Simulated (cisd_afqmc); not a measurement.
Input (AFQMC/CISD/aug-cc-pV(T+d)Z; cisd_afqmc is a phaseless AFQMC code with CISD trial states that reads the integrals written by Ansatz): A basis named .json is the Basis Set Exchange file of that set.

Ansatz 0.2 input:
```python
import cisd_afqmc

open("ham.yaml", "w").write("""\
crystal:
  periodic: [false, false, false]
  atoms:
    - {symbol: Cl, position_ang: [-0.00000000, -0.00000000, -0.07080266]}
    - {symbol: H, position_ang: [0.00000000, 0.00000000, 1.20364523]}
basis:
  gaussian:
    orbitals: aug-cc-pV_T+d_Z.json
magnetization: {spin_polarized: false}
correlation: {method: ccsd, electrons: outside_noble_gas, hamiltonian_folder: ham}
""")
rep = cisd_afqmc.ansatz("ham.yaml")
e_ccsd = rep["correlation"]["coupled_cluster"]["energy"]["hartree"]
out = cisd_afqmc.run("ham", e_ccsd, trial="CISD", walkers=100, populations=8, threads=8, dt=0.005, steps=40, early=24, settle=10, least=32,
    cut=5e-5, rank_cut=2e-4, target=0.0004, seconds=1500, seed=1, memory=12960, gpu=False)
```

Output:

```
orbitals 73, occupied [4], factors 335 of 446, rank of the doubles 120 of 276
E(HF) = -460.108654
E(CCSD) on the cut factors = -460.336942, shift to the whole factors -0.000003
Energy of the trial state on the determinant = -460.336869
  tau behind 7.2 of longer steps, mean of the populations' last blocks
   2.0  -460.34624
   4.0  -460.34756
   6.0  -460.34613
   8.0  -460.34571
blocks 324 (0 outliers left out), error by blocks joined: 1: 0.00015, 2: 0.00018, 4: 0.00023, 8: 0.00029, 16: 0.00034
E(AFQMC/CISD) = -460.34650 +/- 0.00034
```
